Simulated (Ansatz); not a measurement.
dimethyl sulfide (C₂H₆S), SMILES CSC.

Coordinates come from a TPSSh-D3(BJ)/def2-TZVP optimisation.

Two levels are set side by side: PBE/def2-SVPD (Ansatz, a program for electronic structure) and PBE0/def2-SVPD (Ansatz). Energy differences of separate SCF runs at the same geometry; the states with an electron removed or added have multiplicity 2 and 2. Differences are taken from unrounded values.

| quantity | PBE0 |
|---|---|
| vertical ionisation energy (eV) | 8.63 |
| vertical singlet–triplet gap (eV) | 5.03 |

### Question
What does PBE give, and how far is it from PBE0? (The exact figures need the calculation; the answer reports its results.)

### Answer

| quantity | PBE | PBE minus PBE0 |
|---|---|---|
| vertical ionisation energy (eV) | 8.56 | -0.07 |
| vertical singlet–triplet gap (eV) | 4.85 | -0.18 |
